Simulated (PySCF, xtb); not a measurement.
Dissociation curve of SMILES C1CC1. The C1–H9 bond (C1 also carries C, C, H; H9 carries nothing else) is pulled apart rigidly from the PBE0/def2-TZVP optimised geometry.

- UKS-B3LYP/6-31G* = PySCF with unrestricted B3LYP/6-31G*, spherical d
- RKS-B3LYP/6-31G* = restricted B3LYP/6-31G*, spherical d (PySCF 2.14.0)
- GFN1-xTB (xtb)
- UCCSD(T) = CCSD(T) on UHF/cc-pVDZ, 3 core orbitals frozen run with PySCF 2.14.0

Energies relative to the lowest point of each curve near equilibrium, in kcal/mol; the last columns give the difference from UCCSD(T):

| R / Å | UKS-B3LYP/6-31G* | RKS-B3LYP/6-31G* | GFN1-xTB | UCCSD(T) | UKS-B3LYP/6-31G* − UCCSD(T) | RKS-B3LYP/6-31G* − UCCSD(T) | GFN1-xTB − UCCSD(T) |
|---|---|---|---|---|---|---|---|
| 0.86 | — | 33.3 | 32.7 | 36.8 | — | -3.5 | -4.1 |
| 0.93 | — | 13.6 | 12.9 | 15.6 | — | -2.0 | -2.7 |
| 0.97 | — | 6.9 | 6.4 | 8.2 | — | -1.3 | -1.8 |
| 1.01 | — | 2.7 | 2.4 | 3.5 | — | -0.7 | -1.0 |
| 1.06 | 0.3 | 0.3 | 0.2 | 0.5 | -0.2 | -0.2 | -0.3 |
| 1.08 | 0.0 | 0.0 | 0.0 | 0.0 | 0.0 | 0.0 | 0.0 |
| 1.12 | 0.4 | 0.4 | 0.5 | 0.1 | 0.3 | 0.3 | 0.4 |
| 1.15 | 1.4 | 1.4 | 1.5 | 0.9 | 0.5 | 0.5 | 0.6 |
| 1.20 | 4.1 | 4.1 | 4.2 | 3.4 | 0.7 | 0.7 | 0.8 |
| 1.26 | 8.7 | 8.7 | 8.6 | 7.8 | 0.9 | 0.9 | 0.9 |
| 1.34 | 16.2 | 16.2 | 16.1 | 15.2 | 1.1 | 1.1 | 0.9 |
| 1.46 | 29.1 | 29.1 | 28.9 | 27.9 | 1.2 | 1.2 | 1.0 |
| 1.63 | 47.9 | 47.9 | 48.0 | 46.3 | 1.6 | 1.6 | 1.7 |
| 1.77 | 62.5 | 62.5 | 63.1 | 60.7 | 1.8 | 1.8 | 2.4 |
| 1.94 | 78.7 | 78.7 | 80.0 | 76.0 | 2.7 | 2.7 | 4.0 |
| 2.19 | 97.0 | 98.9 | 100.7 | 93.5 | 3.4 | 5.3 | 7.2 |
| 2.39 | 105.3 | 112.1 | 113.7 | 103.3 | 2.0 | 8.8 | 10.5 |
| 2.66 | 111.3 | 126.4 | 126.7 | 110.0 | 1.2 | 16.4 | 16.7 |
| 2.91 | 114.0 | 136.8 | 135.0 | 112.3 | 1.7 | 24.4 | 22.7 |
| 3.23 | 115.7 | 146.8 | 141.8 | 113.4 | 2.4 | 33.4 | 28.5 |
| 3.78 | 116.7 | 158.1 | — | 113.8 | 2.9 | 44.2 | — |

UKS-B3LYP/6-31G* is furthest from UCCSD(T) at 2.19 (3.4 kcal/mol, above); its mean absolute difference over the points is 1.4 kcal/mol.

RKS-B3LYP/6-31G* is furthest from UCCSD(T) at 3.78 (44.2 kcal/mol, above); its mean absolute difference over the points is 7.2 kcal/mol.

GFN1-xTB is furthest from UCCSD(T) at 3.23 (28.5 kcal/mol, above); its mean absolute difference over the points is 5.4 kcal/mol.

A dash means that the run gave no value there, or that the column was ended at a point which the program doubted or which failed a test of continuity chosen for this set; such a test can also cut sound points.

The unrestricted determinant behind UKS-B3LYP/6-31G* is spin-contaminated at 2.19 to 3.78 Å (<S²> up to 1.0, against 0.00 for a pure singlet). The restricted form behind RKS-B3LYP/6-31G* keeps the bonding electrons paired and can't separate into open-shell fragments. The unrestricted determinant behind UCCSD(T) is spin-contaminated at 1.77 to 3.78 Å (<S²> up to 1.0, against 0.00 for a pure singlet).
